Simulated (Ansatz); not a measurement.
# C2H5F2NO: the cost of one run

Program: Ansatz 0.2.0. Level of theory: RKS PBE0-D4/def2-SVP. These are calculated values, not measurements.

### 1 Where the work starts

11 atoms, charge 0, spin multiplicity 1.

Atoms are counted from 1 here; the program's logs count them from 0.

Bond lengths: N1–C2 1.462 Å, N1–H7 1.028 Å, N1–H8 1.025 Å, C2–C3 1.538 Å, C2–H9 1.108 Å, C2–H10 1.113 Å, C3–O4 1.350 Å, C3–F5 1.391 Å, C3–F6 1.363 Å, O4–H11 1.000 Å. Angles: C2–N1–H7 111.0°, C2–N1–H8 112.2°, H7–N1–H8 107.5°, N1–C2–C3 107.2°, N1–C2–H9 109.0°, N1–C2–H10 115.9°, C3–C2–H9 107.1°, C3–C2–H10 109.2°, H9–C2–H10 108.1°, C2–C3–O4 111.1°, C2–C3–F5 108.4°, C2–C3–F6 110.5°, O4–C3–F5 110.8°, O4–C3–F6 110.2°, F5–C3–F6 105.5°, C3–O4–H11 102.0°.

As a file:

```xyz
11

N     0.3390   -1.2240   -0.4522
C     0.6131   -0.0469    0.3709
C    -0.5286    0.9544    0.1266
O    -1.7182    0.3224    0.0301
F    -0.2498    1.6644   -1.0372
F    -0.5688    1.8857    1.1208
H     0.6515   -1.0765   -1.4200
H     0.8134   -2.0612   -0.0994
H     0.5700   -0.3353    1.4396
H     1.5875    0.4582    0.1888
H    -1.4433   -0.5982   -0.2475
```

This geometry comes from a loose relaxation at PBE in a small basis, which is not shown.

### 3 The grid

The axes are (1) dihedral N1–C2–C3–O4: 9 values from −180 to 140 °, periodic; (2) dihedral H7–N1–C2–C3: 9 values from −180 to 140 °, periodic.

Relaxed at each point: all other coordinates. Energies count from the relaxed molecule at the same level. Points are written as (first, second).

(The set-up runs are not shown.)

### 4 The run at (100°, −20°)

File input.yaml:

```yaml
crystal:
  periodic: [false, false, false]
  atoms:
    - { symbol: "N", position_ang: [0.917066, -1.138389, -0.515871] }
    - { symbol: C, position_ang: [0.350405, -0.211919, 0.443106] }
    - { symbol: C, position_ang: [-0.448024, 0.988896, -0.051292] }
    - { symbol: O, position_ang: [-1.590798, 0.337674, 0.209249] }
    - { symbol: F, position_ang: [-0.068185, 1.979299, -0.874909] }
    - { symbol: F, position_ang: [-0.619077, 1.639521, 1.101671] }
    - { symbol: H, position_ang: [0.384539, -0.985427, -1.369792] }
    - { symbol: H, position_ang: [0.855116, -2.062963, -0.098924] }
    - { symbol: H, position_ang: [-0.011558, -0.614337, 1.406567] }
    - { symbol: H, position_ang: [1.300262, 0.269229, 0.755012] }
    - { symbol: H, position_ang: [-1.398722, -0.42727, -0.337442] }
basis:
  gaussian: { orbitals: def2-SVP }
hamiltonian:
  xc: pbe0
  dispersion: d4
output:
  forces: true
relax:
  f_tol: 0.02
  max_steps: 50
  escape_saddle: false
  constraints: [{ sites: [0, 1, 2, 3] }, { sites: [6, 0, 1, 2] }]
scf:
  lower_state_search: "off"
```

Started as:

```sh
> ansatz run input.yaml --threads 1 --pin off --max-ram 2560MiB --backend cpu --events-out ev --progress --plain --runs-dir out
```

Q: Estimate wall time and peak memory on 1 thread of Intel Xeon Platinum 8375C at 2.90GHz (Ice Lake), shared host.

About 33 s, with a peak of 0.23 GiB.
